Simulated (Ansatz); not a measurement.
**H3O (doublet): wave-function methods side by side at distance O1–H3 along a hydrogen transfer = 0.960 Å, cc-pVTZ**

Aim: climb from Hartree-Fock through coupled cluster and multireference methods for H3O (doublet) at one geometry and basis, and see what each rung misses.

Computed with Ansatz 0.2.0, Gaussian basis. Level: cc-pVTZ, core rule «outside noble gas», up to 1 orbitals frozen.

Plan: UHF; CCSD(T) on ROHF; CCSD(T) on UHF; BCCD(T) on ROHF; CCSDT(Q) on ROHF; CCSDT(Q) on UHF; CASSCF and MRCISD+Q, 3 electrons in 3 orbitals; CASSCF and NEVPT2, 3 electrons in 3 orbitals; CASSCF and MRCISD+Q, 9 electrons in 7 orbitals; CASSCF and NEVPT2, 9 electrons in 7 orbitals.

### 1 What is computed

The geometry derives from fragments relaxed apart (PBE0/def2-TZVP) and kept rigid, so it is no stationary point. A hydrogen atom is moved between rigid fragments.

4 atoms, charge 0, spin multiplicity 2.

Atoms are counted from 1 here; the program's logs count them from 0.

Bond lengths: O1–H2 0.960 Å, O1–H3 0.960 Å. Angles: H2–O1–H3 105.1°.

### 2 UHF

File in.yaml:

```yaml
crystal:
  periodic: [false, false, false]
  atoms:
    - {symbol: O, position_ang: [-0.139944, -0.049094, 0.000000]}
    - {symbol: H, position_ang: [-0.389254, 0.877481, 0.000000]}
    - {symbol: H, position_ang: [0.819585, -0.049094, 0.000000]}
    - {symbol: H, position_ang: [1.791056, -0.049094, 0.000000]}
basis:
  gaussian: {orbitals: cc-pVTZ}
magnetization: {spin_polarized: true, initial_magnetization: 1}
hamiltonian: {xc: hf}
output: {orbitals: {seedname: orbitals}}
```

On the command line:

```sh
$ ansatz run in.yaml --threads 1 --pin off --events-out ev --progress --plain --max-ram 4096MiB --backend cpu
```

The runs that follow: CCSD(T) on ROHF; CCSD(T) on UHF; BCCD(T) on ROHF; CCSDT(Q) on ROHF; CCSDT(Q) on UHF; CASSCF and MRCISD+Q, 3 electrons in 3 orbitals; CASSCF and NEVPT2, 3 electrons in 3 orbitals; CASSCF and MRCISD+Q, 9 electrons in 7 orbitals; CASSCF and NEVPT2, 9 electrons in 7 orbitals.

**Question.** What will the summary of the whole plan be? Wanted: UCCSDT(Q) below the RHF energy; RMP2 from UCCSDT(Q); UMP2 from UCCSDT(Q); RCCSD from UCCSDT(Q); RCCSD(T) from UCCSDT(Q); UCCSD(T) from UCCSDT(Q); RCCSDT(Q) from UCCSDT(Q); NEVPT2 pair from UCCSDT(Q); NEVPT2 valence from UCCSDT(Q).

**Answer**, as computed:

| quantity | value |
| --- | --- |
| UCCSDT(Q) below the RHF energy | -7.9105 eV |
| RMP2 from UCCSDT(Q) | +448.5 meV |
| UMP2 from UCCSDT(Q) | +460.0 meV |
| RCCSD from UCCSDT(Q) | +248.7 meV |
| RCCSD(T) from UCCSDT(Q) | +15.1 meV |
| UCCSD(T) from UCCSDT(Q) | +15.2 meV |
| RCCSDT(Q) from UCCSDT(Q) | +0.6 meV |
| NEVPT2 pair from UCCSDT(Q) | +493.2 meV |
| NEVPT2 valence from UCCSDT(Q) | +927.9 meV |
| MRCISD+Q valence from UCCSDT(Q) | +74.4 meV |
| levels within 1 kcal/mol (43 meV) | RCCSD(T), UCCSD(T), BCCD(T), RCCSDT, UCCSDT, RCCSDT(Q) |
| T1 diagnostic | 0.020 |
| effectively unpaired electrons | 1.01 |

What this shows: RCCSD(T) lands +15.1 meV from the yardstick (0.2 % of the correlation energy). One determinant dominates. Of the multireference levels listed MRCISD+Q valence comes nearest in total energy (+74.4 meV), which doesn't show that its space is the better one. These misses are within one basis, not against nature; the frozen cores of restricted and unrestricted runs differ, which can shift their rows.
